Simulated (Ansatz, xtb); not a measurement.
Two isomers of H6NSi2−

Structure I is `[SiH2-]N[SiH3]`, a singlet and structure II is `[NH-][SiH2][SiH3]`, a singlet. Both are isolated ions in the gas phase, relaxed with PBE0-D3(BJ)/def2-SVPD; the shapes shown needn't be the lowest conformers.

I (Å):

```xyz
9

N     1.4250    0.3523   -0.1548
Si    0.8762   -0.8094    1.1812
Si    2.9665    1.0769   -0.0549
H    -0.5456   -0.2395    1.4303
H     0.3492   -1.9688    0.2944
H     0.8420    0.5736   -0.9540
H     3.1792    1.9769   -1.2552
H     4.1345    0.1245   -0.0573
H     3.1946    1.9542    1.1490
```

II (Å):

```xyz
9

N     0.3749   -0.5132    1.6641
Si    0.7407    0.2888    0.2497
Si    3.0563    0.7477   -0.2177
H     0.7696   -1.4488    1.7511
H     0.3397   -0.2569   -1.1323
H     0.1422    1.6806    0.2212
H     3.3686    1.4989   -1.4991
H     3.8982   -0.5034   -0.3383
H     3.7676    1.5500    0.8468
```

Energies in hartree; the thermal terms are from PBE0-D3(BJ)/def2-SVPD harmonic frequencies (ideal gas, rigid rotor, one conformer each, 298.15 K, 1 atm) and include the zero-point energy:

|  | I | II |
| --- | --- | --- |
| E, CCSD(T)/def2-SVPD | −636.071588 | −636.052490 |
| E, MP2/def2-SVPD | −636.004604 | −635.987542 |
| E, MP2/def2-TZVPPD | −636.350968 | −636.334823 |
| zero-point energy | 0.054277 | 0.052905 |
| H(298 K) − E | 0.061383 | 0.060156 |
| G(298 K) − E | 0.024845 | 0.023799 |

Question: Correct the CCSD(T) difference for the basis set by the MP2 change, then work out ΔE, ΔE₀, ΔH and ΔG for I → II in kJ/mol (1 Eh = 2625.50 kJ/mol) and the equilibrium ratio [II]/[I].

Answer: 1. Differences II − I: CCSD(T) +0.019098, MP2 in the small set +0.017062, MP2 in the large set +0.016145 Eh.
2. ΔE = +0.019098 + (+0.016145 − (+0.017062)) = +0.018181 Eh = +47.73 kJ/mol.
3. ΔE₀ = ΔE + ΔZPE = +0.018181 + (−0.001372) Eh = +44.13 kJ/mol.
4. ΔH = ΔE + (−0.001227) Eh = +44.51 kJ/mol.
5. ΔG = ΔE + (−0.001046) Eh = +44.99 kJ/mol, so ΔS = (ΔH − ΔG)/T = −1.6 J/(mol K).
6. kT = 0.9442 mEh, so K = [II]/[I] = exp(−ΔG/kT) = exp(−18.15) ≈ 1.3 × 10^−8.

Structure I is favoured at this temperature. An error of 4 kJ/mol in ΔG would change K by a factor of 5. Mirror images and further conformers aren't counted.

As drawn, II has 1 Si–Si in place of 1 N–Si.

Other levels gave ΔE = +40.2 (PBE0-D3(BJ)/def2-SVPD); +65.8 (HF/def2-SVPD); +44.8 (MP2/def2-SVPD); +50.1 (CCSD(T)/def2-SVPD) kJ/mol. The correlated steps freeze 11 core orbitals. Programs: Ansatz 0.2.0.
